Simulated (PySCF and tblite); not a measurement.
Allyl Fluoride, C3H5F, numbered as in [CH2:1]=[CH:2][CH2:3][F:4].

Search: ETKDG and KDG, MMFF94s, GFN2-xTB, 60 starts; geometries at GFN2-xTB. Free energies are PBE0-D3(BJ)/def2-TZVP (IEF-PCM, chloroform) single points with GFN2-xTB rigid-rotor and vibrational terms (modes under about 200 cm⁻¹ blended into free rotors). Symmetry numbers and mirror images are counted. Conformers within 2 kcal/mol (GFN2-xTB free energy) were kept, 10 at most. Couplings: B3LYP/pcJ-1. Couplings are for ¹³C, ¹⁹F, ¹H. Of two unlike H on one atom, a is the less shielded (mPW1PW91/pcSseg-1 (IEF-PCM, chloroform)). Run with PySCF (density fitting) and tblite.

Torsions listed: C1–C2–C3–F4. Of a mirror pair one member is shown.

| conformer | shape | weight % |
| --- | --- | --- |
| 1 | 0° | 58.3 |
| 2 | 141° | 41.7 |

Give the couplings in each conformer and the averages at 298.15 K (pairs that fast motion interchanges averaged).


| coupling | pairs | 1 | 2 | average (Hz) |
| --- | --- | --- | --- | --- |
| ¹J(C1,C2) | 1 | 85.2 | 81.9 | 83.8 |
| ³J(C1,F4) | 1 | 13.6 | 9.1 | 11.7 |
| ¹J(C1,H1b) | 1 | 166.1 | 167.0 | 166.4 |
| ¹J(C1,H1a) | 1 | 166.4 | 161.0 | 164.1 |
| ²J(C1,H2) | 1 | -1.4 | 0.3 | -0.7 |
| ³J(C1,H3) | 2 | 5.1 | 5.5 | 5.3 |
| ¹J(C2,C3) | 1 | 47.8 | 49.8 | 48.6 |
| ²J(C2,F4) | 1 | 12.7 | 20.1 | 15.8 |
| ²J(H1b,C2) | 1 | 0.1 | -0.9 | -0.3 |
| ²J(H1a,C2) | 1 | -3.0 | -2.0 | -2.6 |
| ¹J(C2,H2) | 1 | 159.7 | 164.7 | 161.8 |
| ²J(C2,H3) | 2 | -4.0 | -2.6 | -3.4 |
| ¹J(C3,F4) | 1 | -230.7 | -220.0 | -226.2 |
| ³J(H1b,C3) | 1 | 11.2 | 15.6 | 13.0 |
| ³J(H1a,C3) | 1 | 7.9 | 9.3 | 8.5 |
| ²J(H2,C3) | 1 | 13.9 | 0.8 | 8.4 |
| ¹J(C3,H3) | 2 | 153.8 | 153.2 | 153.5 |
| ⁴J(H1b,F4) | 1 | 3.4 | -0.8 | 1.7 |
| ⁴J(H1a,F4) | 1 | 1.3 | -4.6 | -1.2 |
| ³J(H2,F4) | 1 | 24.7 | 14.1 | 20.3 |
| ²J(H3,F4) | 2 | 52.8 | 52.5 | 52.7 |
| ²J(H1b,H1a) | 1 | 0.2 | 0.2 | 0.2 |
| ³J(H1b,H2) | 1 | 12.6 | 12.2 | 12.4 |
| ⁴J(H1b,H3) | 2 | -3.2 | -2.2 | -2.8 |
| ³J(H1a,H2) | 1 | 18.7 | 18.8 | 18.7 |
| ⁴J(H1a,H3) | 2 | -3.4 | -2.1 | -2.9 |
| ³J(H2,H3) | 2 | 2.8 | 6.1 | 4.2 |
| ²J(H3,H3) | 1 | -16.1 | -12.1 | -14.5 |

The minima are those of GFN2-xTB; planar forms about aryl–S or allylic bonds may be saddles in DFT.

Computed couplings to fluorine can be off by tens of per cent at such levels.
